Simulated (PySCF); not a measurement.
Compound: bicyclo[3.1.0]hex-2-ene, C6H8.
Z-matrix (Å and degrees, PBE0-D3(BJ)/def2-TZVP geometry), rows numbered from 1:
```
C 
C   1  1.3312
C   2  1.4828  1  111.70
C   3  1.5057  2  114.52  1   -62.70
C   4  1.4952  3   60.57  2    93.35
C   1  1.5047  2  112.03  3    -3.09
H   1  1.0835  2  125.10  3   175.66
H   2  1.0836  1  125.17  3  -177.61
H   3  1.0832  2  120.77  1   143.66
H   4  1.0835  3  117.69  5   106.90
H   4  1.0844  3  117.09  5  -109.31
H   5  1.0823  3  120.18  4  -106.50
H   6  1.0963  1  111.04  2  -114.96
H   6  1.0958  1  112.11  2   126.12
```

NICS is the negative of the GIAO shielding at a point without a nucleus: at the ring centre (0) and 1 Å above and below it (1); zz is the component along the ring normal. Level: GIAO PBE0/pcSseg-2 (PySCF, non-relativistic, gas phase) on the PBE0-D3(BJ)/def2-TZVP geometry, one conformer.

Ring bond lengths (Å), with Mayer bond orders in brackets: C1–C2 1.331 (1.84), C2–C3 1.483 (1.02), C3–C5 1.513 (1.01), C5–C6 1.517 (0.97), C6–C1 1.505 (1.03); C3–C4 1.506 (0.95), C4–C5 1.495 (0.97), C5–C3 1.513 (1.01).

Task: What do the NICS probes read (ppm)?

Result: 
| ring | type | NICS(0) | NICS(1), two faces | NICS(1)zz, two faces | rms pucker (Å) | centre to ring atoms, mean (Å) |
| --- | --- | --- | --- | --- | --- | --- |
| C1–C2–C3–C5–C6 | 5-membered carbocycle; formal bonds 1 double, 4 single | -6.0 | -6.0 / -1.9 | -3.8 / -3.4 | 0.02 | 1.25 |
| C3–C4–C5 | 3-membered carbocycle; formal bonds all single | -43.7 | -9.3 / -7.9 | -24.6 / -20.7 | 0.00 | 0.87 |

Task: What do they say, and how far can they be read as aromaticity?

Result: 
- C1–C2–C3–C5–C6: mean NICS(1)zz -3.6 ppm, shielded. C3, C5, C6 have four or more neighbours, and the NICS criterion for π rings isn't applied.
- C3–C4–C5: mean NICS(1)zz -22.6 ppm, shielded. C3, C4, C5 have four or more neighbours, and the NICS criterion for π rings isn't applied. The two faces differ by 3.9 ppm, so no symmetry operation interchanges them. NICS(0) lies 35 ppm below the mean NICS(1).
